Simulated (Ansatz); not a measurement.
# AlMgH3 (singlet): wave-function methods side by side at distance Mg2–H5 = 1.716 Å, 6-31G

The task here is to estimate one member of a computed series from the others.

Computed with Ansatz 0.2.0, Gaussian basis. Level: 6-31G, core rule «outside noble gas», up to 10 orbitals frozen.

The runs, in order: UHF; CCSD(T) on RHF; BCCD(T) on RHF; CISD; CCSDT(Q) on RHF; CCSDTQ on RHF; CASSCF and MRCISD+Q, 2 electrons in 2 orbitals; CASSCF and NEVPT2, 2 electrons in 2 orbitals; CASSCF and MRCISD+Q, 8 electrons in 11 orbitals; CASSCF and NEVPT2, 8 electrons in 11 orbitals; Full CI.

28 further runs of the same task are left out: 1 for a known fault of the program, 17 that didn't finish, 10 set aside as unsound or not needed. Runs told in other sessions of the task aren't counted.

## The system

The geometry derives from a PBE0/def2-TZVP stationary point (not a proven minimum). One bond is set to the value named and the two fragments are kept rigid.

5 atoms, charge 0, spin multiplicity 1.

Atoms are counted from 1 here; the program's logs count them from 0.

Bond lengths: Al1–H3 1.602 Å, Al1–H4 1.602 Å, Mg2–H5 1.716 Å. Angles: H3–Al1–H4 113.1°.

The first run:

Contents of in.yaml:

```yaml
crystal:
  periodic: [false, false, false]
  atoms:
    - {symbol: Al, position_ang: [0.000000, 0.000000, 1.276581]}
    - {symbol: Mg, position_ang: [0.000000, 0.000000, -1.464381]}
    - {symbol: H, position_ang: [0.000000, 1.336907, 2.159370]}
    - {symbol: H, position_ang: [0.000000, -1.336907, 2.159370]}
    - {symbol: H, position_ang: [0.000000, 0.000000, -3.180119]}
basis:
  gaussian: {orbitals: 6-31G}
magnetization: {spin_polarized: true, initial_magnetization: 0}
hamiltonian: {xc: hf}
output: {orbitals: {seedname: orbitals}}
```

Command:

```console
$ ansatz run in.yaml --threads 1 --pin off --events-out ev --progress --plain --max-ram 2393MiB
```

Among the steps run: UHF; CCSD(T) on RHF; BCCD(T) on RHF; CISD; CCSDT(Q) on RHF; CCSDTQ on RHF; CASSCF and MRCISD+Q, 2 electrons in 2 orbitals; CASSCF and NEVPT2, 2 electrons in 2 orbitals; CASSCF and MRCISD+Q, 8 electrons in 11 orbitals; CASSCF and NEVPT2, 8 electrons in 11 orbitals; Full CI.

One of the session's tables, all rows but one given; the rest of the session is left out.

| method | from FCI (kcal/mol) |
| --- | --- |
| RHF | +51.23 |
| RMP2 | +16.19 |
| CISD | +3.54 |
| RCCSD | +1.13 |
| RCCSD(T) | +0.41 |
| BCCD(T) | +0.40 |
| RCCSDT | +0.06 |
| RCCSDT(Q) | +0.02 |
| RCCSDTQ | 0.00 |
| CASSCF pair | +41.38 |
| NEVPT2 pair | +13.72 |
| CASSCF valence | ? |
| NEVPT2 valence | +3.47 |
| MRCISD valence | +0.35 |
| MRCISD+Q valence | +0.21 |
| FCI | 0 |

Q: Estimate the row for CASSCF valence from the others.

The run gave: from FCI (kcal/mol): +10.36. In the column «from FCI (kcal/mol)» it lies between CISD (+3.54) and NEVPT2 pair (+13.72).

Not comparable, so not listed: CASSCF and MRCISD+Q, 2 electrons in 2 orbitals (they don't share determinant, frozen orbitals or solution with the rows shown, or repeat one).

Limits of these values: Warnings in the runs' records: passed over end.
